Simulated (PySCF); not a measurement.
Compound: C5H8Cl (doublet state).
Cartesian coordinates in Å at the GFN2-xTB level; atoms count from 1:
```
atom  x, y, z in Å
C1    -0.6736    1.4083   -0.1101
C2    -0.4267   -0.0804    0.0350
C3    -1.6789   -0.9034    0.2042
C4     0.7569   -0.5990    0.0161
C5     2.1389   -0.6900   -0.0652
Cl6    2.9579    1.0787   -0.3068
H7    -1.1900    1.7774    0.7743
H8    -1.3021    1.5875   -0.9807
H9     0.2628    1.9439   -0.2279
H10   -2.2174   -0.5771    1.0925
H11   -2.3305   -0.7640   -0.6570
H12   -1.4419   -1.9589    0.3017
H13    2.6313   -1.0167    0.8471
H14    2.5126   -1.2068   -0.9455
```

The hyperfine couplings belong to this conformer and change with its torsions.

As a line formula: `CC(C)=[C]CCl` [radical].

The calculation used UKS B3LYP, pcH-1 on C Cl H, non-relativistic, mean-field spin-orbit, GIAO in PySCF 2.14.0. Geometry: GFN2-xTB, one conformer, isolated molecule. A GFN2-xTB geometry isn't a minimum of the functional, and hyperfine couplings can be far from their values at a DFT geometry. Stability of the SCF solution: not tested.

(1) Match the computed a_iso(13C) values +117.3, +69.0, +58.0, +55.7, -31.0 MHz with the sites C1; C2; C3; C4; C5.

## Answers

(1) 
| site | a_iso (MHz) | ρ(0) (bohr⁻³) | position | distance from C4 (Å) | spin population | largest \|T\| (MHz) |
| --- | --- | --- | --- | --- | --- | --- |
| C1 | +55.7 | +0.0495 | 2 bonds from C4 | 2.47 | +0.06 | 12.4 |
| C2 | -31.0 | -0.0276 | 1 bond from C4 | 1.29 | -0.14 | 14.2 |
| C3 | +58.0 | +0.0516 | 2 bonds from C4 | 2.46 | +0.04 | 9.5 |
| C4 | +117.3 | +0.1043 | largest spin population | 0.00 | +0.85 | 126.0 |
| C5 | +69.0 | +0.0614 | 1 bond from C4 | 1.39 | -0.06 | 7.1 |

ρ(0) is the spin density at the nucleus and T the dipolar tensor; a_iso includes a spin–orbit part; entries for several nuclei are means. Largest spin populations (Mulliken): C4 (+0.85), Cl6 (+0.24), C2 (-0.14) and C1 (+0.06).

Means are taken over nuclei equivalent by connectivity, which assumes that they swap fast.
